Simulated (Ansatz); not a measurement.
Geometry optimisation, UKS PBE/def2-SVP in Ansatz 0.2.0.

input.yaml

```yaml
crystal:
  periodic: [false, false, false]
  atoms:
    - { symbol: B, position_ang: [-2.04198, 0.85127, -1.38275] }
    - { symbol: Al, position_ang: [-0.15925, 0.75599, -0.6562] }
    - { symbol: Si, position_ang: [0.92243, -0.71813, 0.9533] }
    - { symbol: H, position_ang: [-3.15527, 0.73791, -1.708] }
    - { symbol: H, position_ang: [0.88922, 1.77816, -1.26596] }
    - { symbol: H, position_ang: [0.98719, -0.28128, 2.36889] }
    - { symbol: H, position_ang: [2.32458, -1.09021, 0.64373] }
    - { symbol: H, position_ang: [0.23307, -2.03371, 1.04699] }
magnetization:
  spin_polarized: true
  initial_magnetization: 1
basis:
  gaussian: { orbitals: def2-SVP }
hamiltonian:
  xc: pbe
relax:
  f_tol: 0.015
  max_steps: 40
output:
  orbitals: {}
```

Command:

```bash
$ ansatz run input.yaml --threads 2 --pin off --max-ram 3072MiB --backend cpu --events-out ev --progress --plain --runs-dir out
```

Task: Where does it end, and by what steps?

Result: The run converged. After 13 steps the energy has fallen by 0.211 eV; H5 moved furthest, 0.46 Å.

| step | energy less start (eV) | largest force component (eV/Å) | accepted |
| --- | --- | --- | --- |
| 0 | 0.0000 | 1.099 | yes |
| 1 | -0.1664 | 0.400 | yes |
| 2 | -0.1933 | 0.097 | yes |
| 3 | -0.2020 | 0.051 | yes |
| 4 | -0.2063 | 0.088 | yes |
| 5 | -0.2075 | 0.048 | yes |
| 6 | -0.2086 | 0.036 | yes |
| 7 | -0.2095 | 0.026 | yes |
| 8 | -0.2097 | 0.029 | yes |
| 9 | -0.2100 | 0.035 | yes |
| 10 | -0.2104 | 0.042 | yes |
| 11 | -0.2107 | 0.032 | yes |
| 12 | -0.2108 | 0.024 | yes |
| 13 | -0.2109 | 0.011 | yes |

```xyz
8
Properties=species:S:1:pos:R:3
B -1.875 0.628 -1.328
Al 0.017 0.947 -0.652
Si 0.847 -0.758 0.928
H -3.003 0.362 -1.679
H 0.876 2.216 -1.121
H 1.176 -0.136 2.266
H 2.114 -1.399 0.411
H -0.152 -1.860 1.175
```

Whether the end is a true minimum wasn't checked by a vibrational analysis.

Run time: 26 s on 2 threads of Arm Neoverse V1 (shared host), peak memory 0.17 GiB.
